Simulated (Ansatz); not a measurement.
HS−, SMILES `[SH-]`. Charge -1, multiplicity 1.

```xyz
2

S    -0.440   -0.491   -0.134
H     0.440    0.491    0.134
```

Problem. What are the harmonic wavenumbers in cm⁻¹ at PBE0-D4/def2-TZVPD (Ansatz, finite differences of forces, unscaled)? (An estimate is asked.)

Solution. Computed: 2674.

Problem. Is this a minimum?

Solution. Yes, all 1 modes are real.

Problem. Give the ideal-gas thermochemistry at 298.15 K and 1 bar (rigid rotor, harmonic oscillator; point group C∞v, symmetry number 1).

Solution. Zero-point energy 16.0 kJ/mol; H(298) − E = 24.7 kJ/mol; entropy 186.4 J/(mol·K), of which translation 152.5, rotation 33.9, vibration 0.0; G(298) − E = -30.9 kJ/mol.

Problem. Rotational constants (cm⁻¹)?

Solution. 9.521.
